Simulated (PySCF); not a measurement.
Species: diphosphorus tetrafluoride, P₂F₄.
Bonds: F1–P2, P2–F3, P2–P4, P4–F5, P4–F6.

Level of theory: MP2 and CCSD/aug-cc-pVDZ in PySCF, restricted Hartree–Fock reference, 14 core orbitals frozen, non-relativistic, gas phase, PBE0-D3(BJ)/def2-SVP geometry.

E(HF) = -1079.37153 Eh.

How large is the problem?

146 basis functions and 66 electrons; 14 orbitals frozen, which leaves o = 19 correlated occupied and v = 113 virtual orbitals. That is o·v = 2147 singles and o·v(o·v + 1)/2 = 2305878 distinct closed-shell doubles amplitudes before symmetry; the costliest CCSD step grows as o²v⁴ = 5.9 × 10^10.

What are the MP2 and CCSD correlation energies?

MP2 -1.0536 Eh and CCSD -1.0766 Eh, which gives totals of -1080.42509 and -1080.44816 Eh. That is 0.771 eV for each correlated electron at CCSD (2827 kJ/mol in all, 0.100 % of the total energy); MP2 gives 97.9 % of the CCSD value.

What is the T1 diagnostic?

0.0168, below the customary warning level of 0.02. It is the norm of the spatial-orbital singles amplitudes over the root of the number of correlated electrons, so the norm is 0.104.

No triples correction and no basis-set extrapolation were made.

The values belong to the conformer `[F:1][P:2]([F:3])[P:4]([F:5])[F:6]`: F1–P2–P4–F5 -179°.
